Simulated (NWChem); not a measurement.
# Correlation energy of CH2 (+1)

```
C
H 1 1.1199
H 1 1.1199 2 141.48
```
Charge +1, spin multiplicity 2.

All runs are NWChem calculations. The geometry was optimised at UPBE/def2-SVP, a minimum by its harmonic frequencies.

Basis set: cc-pVDZ. Each correlation energy counts from its own Hartree-Fock reference.

| method | correlation energy (mHa) |
|---|---|
| URI-MP2 | -76.0 |
| UMP2 | -76.0 |
| SCS-UMP2 | -82.5 |
| CCSD on UHF | -97.4 |
| CCSD[T] on UHF | -98.7 |
| CCSD(T) on UHF | -98.7 |
| CCSD on ROHF | -100.0 |
| CCSD[T] on ROHF | -101.4 |
| CCSD(T) on ROHF | -101.4 |
| CCSDT on ROHF | -101.8 |

The values span 25.8 mHa, from CCSDT on ROHF (lowest) to URI-MP2 (highest). 

The correlated methods keep 1 core orbital frozen. This spin state was chosen for the runs; another may lie lower. The structure started from a generated list of species. The unpaired electrons of the parent sit in orbitals of symmetry a1 (C2v labels of the run); other states weren't searched. No SCF solution was tested for a lower state. Open-shell Hartree-Fock references start from PBE0 orbitals. Coupled-cluster values serve here as a point of comparison, not as the truth.
